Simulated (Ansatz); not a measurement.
# SiH₄+ (doublet): the correlation ladder at distance Si1–H3 = 2.105 Å, 6-31G

How much of the correlation energy of SiH₄+ (doublet) does each wave-function method recover here?

The runs use Ansatz 0.2.0, Gaussian basis; 6-31G, core rule «outside noble gas», up to 5 orbitals frozen.

The runs, in order: UHF; CCSD(T) on ROHF; CCSD(T) on UHF; BCCD(T) on ROHF; CISD; CCSDT(Q) on ROHF; CCSDT(Q) on UHF; CISDTQ; CCSDTQ on ROHF; CCSDTQ on UHF; CASSCF and MRCISD+Q, 3 electrons in 3 orbitals; CASSCF and NEVPT2, 3 electrons in 3 orbitals; CASSCF and MRCISD+Q, 7 electrons in 8 orbitals; CASSCF and NEVPT2, 7 electrons in 8 orbitals; Full CI.

19 further runs of the same task are left out: 14 that didn't finish, 5 set aside as unsound or not needed.

## (1) What is computed

The geometry derives from a PBE0/def2-TZVP stationary point (not a proven minimum). One bond is set to the value named and the two fragments are kept rigid.

5 atoms, charge 1, spin multiplicity 2.

Atoms are counted from 1 here; the program's logs count them from 0.

Bond lengths: Si1–H2 1.538 Å, Si1–H4 1.538 Å, Si1–H5 1.538 Å. Angles: H2–Si1–H4 90.0°, H2–Si1–H5 180.0°, H4–Si1–H5 90.0°.

Geometry (Å):

```xyz
5
H4Si
Si    0.0002    0.0125   -0.0126
H    -0.0110    1.1034    1.0712
H    -0.0229   -1.4711    1.4805
H     0.0170    1.0964   -1.1034
H     0.0114   -1.0783   -1.0964
```

## (2) UHF

Contents of in.yaml:

```yaml
crystal:
  periodic: [false, false, false]
  atoms:
    - {symbol: Si, position_ang: [0.000195, 0.012547, -0.012627]}
    - {symbol: H, position_ang: [-0.010971, 1.103405, 1.071153]}
    - {symbol: H, position_ang: [-0.022861, -1.471090, 1.480461]}
    - {symbol: H, position_ang: [0.017038, 1.096378, -1.103362]}
    - {symbol: H, position_ang: [0.011361, -1.078311, -1.096407]}
basis:
  gaussian: {orbitals: 6-31G}
total_charge: 1
magnetization: {spin_polarized: true, initial_magnetization: 1}
hamiltonian: {xc: hf}
output: {orbitals: {seedname: orbitals}}
```

Launch:

```
$ ansatz run in.yaml --threads 1 --pin off --events-out ev --progress --plain --max-ram 2393MiB
```

After this run come: CCSD(T) on ROHF; CCSD(T) on UHF; BCCD(T) on ROHF; CISD; CCSDT(Q) on ROHF; CCSDT(Q) on UHF; CISDTQ; CCSDTQ on ROHF; CCSDTQ on UHF; CASSCF and MRCISD+Q, 3 electrons in 3 orbitals; CASSCF and NEVPT2, 3 electrons in 3 orbitals; CASSCF and MRCISD+Q, 7 electrons in 8 orbitals; CASSCF and NEVPT2, 7 electrons in 8 orbitals; Full CI.

**Question.** What will the summary of the whole plan be? Wanted: FCI below the RHF energy; RMP2 from FCI; UMP2 from FCI; RCCSD from FCI; RCCSD(T) from FCI; UCCSD(T) from FCI; RCCSDT(Q) from FCI; UCCSDT(Q) from FCI; NEVPT2 pair from FCI.

The runs gave:

```
                         quantity                                                                                                                                         value
         FCI below the RHF energy                                                                                                                                    -2.2726 eV
                    RMP2 from FCI                                                                                                                               +18.41 kcal/mol
                    UMP2 from FCI                                                                                                                               +17.35 kcal/mol
                   RCCSD from FCI                                                                                                                                +1.03 kcal/mol
                RCCSD(T) from FCI                                                                                                                                +0.39 kcal/mol
                UCCSD(T) from FCI                                                                                                                                +0.41 kcal/mol
               RCCSDT(Q) from FCI                                                                                                                                +0.01 kcal/mol
               UCCSDT(Q) from FCI                                                                                                                                +0.01 kcal/mol
             NEVPT2 pair from FCI                                                                                                                               +14.83 kcal/mol
           MRCISD+Q pair from FCI                                                                                                                                -0.11 kcal/mol
          NEVPT2 valence from FCI                                                                                                                                +2.16 kcal/mol
levels within 1 kcal/mol (43 meV)  RCCSD(T), UCCSD(T), BCCD(T), RCCSDT, UCCSDT, CISDTQ, RCCSDT(Q), UCCSDT(Q), RCCSDTQ, UCCSDTQ, MRCISD+Q pair, MRCISD valence, MRCISD+Q valence
                    T1 diagnostic                                                                                                                                         0.043
   effectively unpaired electrons                                                                                                                                          1.05
```

In words: RCCSD(T) lands +0.39 kcal/mol from the yardstick (0.7 % of the correlation energy). MRCISD+Q pair falls below full CI: the +Q correction isn't variational, and the cores differ from full CI's. The occupations are near whole numbers, but T1 = 0.043 shows that the orbitals relax strongly. Of the multireference levels listed MRCISD+Q pair comes nearest in total energy (-0.11 kcal/mol), which doesn't show that its space is the better one. These misses are within one basis, not against nature; the frozen cores of restricted and unrestricted runs differ, which can shift their rows.
